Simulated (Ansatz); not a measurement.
Consider the formal hydrolysis of a C–F bond: `CCC(F)Cl` + H₂O → `CCC(O)Cl` + H–F.

Isolated molecules relaxed with PBE0-D4/def2-TZVP in Ansatz; ΔE leaves out vibrations. CBS: MP2 limit from def2 TZ/QZ plus the TZ coupled-cluster correction, frozen cores. This one scheme is used for every species. Functionals use def2-TZVPP. B3LYP here is the variant with VWN-RPA as its local correlation; programs differ in this. HSE06 is defined as in plane-wave codes. One conformer a species, not always the lowest.

| level | ΔE (kJ/mol) | difference from CCSD(T)/CBS |
| --- | --- | --- |
| LDA (SPW92) | -10.7 | -1.7 |
| PBE-D4 | -7.0 | 2.0 |
| revPBE-D4 | -9.6 | -0.6 |
| BLYP-D4 | -4.9 | 4.1 |
| r2SCAN-D4 | -4.3 | 4.7 |
| B97M-V | -2.4 | 6.6 |
| PBE0-D4 | -7.9 | 1.1 |
| B3LYP-D4 | -5.1 | 3.9 |
| r2SCANh-D4 | -5.1 | 3.9 |
| r2SCAN0-D4 | -6.2 | 2.8 |
| HSE06-D4 | -7.9 | 1.1 |
| BHLYP-D4 | -4.5 | 4.5 |
| ωB97X-V | -3.1 | 5.9 |
| ωB97M-V | -4.2 | 4.8 |
| B2PLYP | -4.4 | 4.6 |
| PBE-QIDH | -9.1 | -0.1 |
| PBE | -4.2 | 4.8 |
| revPBE | -1.7 | 7.3 |
| BLYP | 1.1 | 10.1 |
| r2SCAN | -3.6 | 5.4 |
| B3LYP | -0.6 | 8.4 |
| r2SCANh | -4.3 | 4.7 |
| r2SCAN0 | -5.3 | 3.7 |
| HSE06 | -5.7 | 3.3 |
| BHLYP | -1.2 | 7.8 |
| CAM-B3LYP | -0.4 | 8.6 |
| LC-ωPBE | -2.3 | 6.7 |
| RPA@PBE/def2-TZVPP | -5.2 | 3.8 |
| HF/def2-SVP | -2.5 | 6.5 |
| MP2/def2-SVP | -12.8 | -3.8 |
| CCSD(T)/def2-SVP | -9.2 | -0.2 |
| HF/def2-TZVPP | 1.7 | 10.7 |
| SCS-MP2/def2-TZVPP | -8.3 | 0.7 |
| CCSD/def2-TZVPP | -6.6 | 2.4 |
| HF/def2-QZVPP | 2.1 | 11.1 |
| MP2/def2-QZVPP | -13.1 | -4.1 |
| SCS-MP2/def2-QZVPP | -8.7 | 0.3 |
| HF/CBS(def2) | 2.2 | 11.2 |
| MP2/CBS(def2) | -13.6 | -4.6 |
| CCSD/CBS(def2) | -7.4 | 1.6 |
| CCSD(T)/CBS | -9.0 | 0 |

Largest T1 diagnostic among the species: 0.010.

In def2-TZVPP, CCSD(T) changes the Hartree–Fock value by −9.9 kJ/mol (the triples alone add −1.6 kJ/mol) and MP2 by −14.5 kJ/mol. The D4 term adds −4.5 kJ/mol with B3LYP and −2.4 kJ/mol with PBE0; it sums over pairs of atoms, weighted by their polarisabilities, and B3LYP, whose exchange is more repulsive, gets the larger term. Leaving LDA and LC-ωPBE aside and taking each functional with its dispersion term where it has one, the values spread over 7.1 kJ/mol, from revPBE-D4 to B97M-V. LDA lies −6.5 kJ/mol from PBE without D4.

CCSD(T)/CBS has its own doubt, a few kJ/mol and more with outer-core shells, so smaller differences from it don't rank the levels.
